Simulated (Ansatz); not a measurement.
## HBeGe⁺, singlet in 6-31G: errors against full CI

Geometry: that of the HBeGe, doublet, kept fixed.

```xyz
3

Ge    0.0000    0.0000    1.9587
Be    0.0000    0.0000   -0.3067
H     0.0000    0.0000   -1.6520
```

Basis 6-31G (Cartesian d functions); Ansatz 0.2.0. Correlated methods freeze the noble-gas cores and the filled d shells of p-block atoms, which leaves 6 electrons in 25 orbitals. R marks a restricted (for open shells ROHF) determinant, U an unrestricted one. Active spaces: valence = (6e, 9o) chosen from the atoms' valence shells. No spin–orbit coupling is included, and no scalar relativity.

Full CI is exact within this basis and frozen core; it isn't the basis-set limit. The frozen core follows each run's orbitals, which can shift R against U totals by a few meV for light atoms and by up to 0.1 eV past Ca.

* UHF ⟨S²⟩: 0.448
* T1 diagnostic (RCCSD): 0.0121
* largest doubles amplitude (RCCSD): 0.081

| level | E − E(full CI) (meV) | share of correlation (%) | wall time |
| --- | --- | --- | --- |
| RHF | 1919 | 0.00 | – |
| RMP2 | 631 | 67.09 | – |
| CISD | 109 | 94.31 | 2.3 s |
| RCCSD | 32 | 98.34 | – |
| RCCSD(T) | 12 | 99.38 | 6 s |
| BCCD(T) | 12 | 99.39 | 2.2 s |
| RCCSDT | 3 | 99.82 | – |
| CISDTQ | 2 | 99.88 | 4.6 s |
| RCCSDT(Q) | 1 | 99.94 | 3.9 s |
| RCCSDTQ | 0 | 100.00 | 19 s |
| CASSCF (valence space) | 347 | 81.94 | – |
| NEVPT2 (valence space) | 94 | 95.10 | 9.5 s |
| NEVPT4(SD) (valence space) | 14 | 99.29 | 13 s |
| MRCISD (valence space) | 3 | 99.82 | – |
| MRCISD+Q (valence space) | 0 | 99.98 | 13 s |

The correlation energy at full CI, counted from RHF, is -1.919 eV. That run took 15 s on 1 thread of Intel Xeon, shared host over 1,344,532 determinants.

Run but not shown, since their state or frozen core can't be matched to the reference's or they repeat it: UHF, UMP2, UCCSD, UCCSD(T), UCCSDT, UCCSDT(Q).

Times hold each run's SCF and search for its determinant on a shared host, so for small cases they say little of a method's own cost; they ran on 1 thread of Intel Xeon.

The full-CI state has the irrep A1 of C2v, in the program's axes (one component, if the state is degenerate).

Natural occupations of full CI about the gap: 1.965 1.956 1.912 0.044 0.044 0.029 0.015 0.011 0.011 0.005; effectively unpaired electrons, Σ n²(2−n)², 0.06.
